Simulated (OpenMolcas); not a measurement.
How basis sets differ on C2H3Al (ethynylalumane)

C2H3Al has 6 atoms, charge 0, and is taken as a singlet. SMILES: `C#[C][AlH2]`. Geometry: relaxed at PBE0-D4/def2-TZVP.

Each level gives the dipole moment (D). The values are calculated.

```json
{"level": "HF/ANO-R0 (sfX2C)", "kind": "Hartree–Fock", "program": "OpenMolcas", "value (D)": "2.74", "CPU time": "3 s"}
{"level": "HF/STO-3G", "kind": "Hartree–Fock", "program": "OpenMolcas", "value (D)": "0.77", "CPU time": "3.6 s"}
{"level": "HF/3-21G", "kind": "Hartree–Fock", "program": "OpenMolcas", "value (D)": "0.60", "CPU time": "3.5 s"}
{"level": "HF/def2-TZVP", "kind": "Hartree–Fock", "program": "OpenMolcas", "value (D)": "0.59", "CPU time": "37 s"}
```

The values span 0.59 to 2.74 D. Magnitudes only. Sets without polarisation functions give poor dipoles. Times are those of the runs behind each value, whatever else they computed, on shared processors of several kinds: orders of magnitude only.
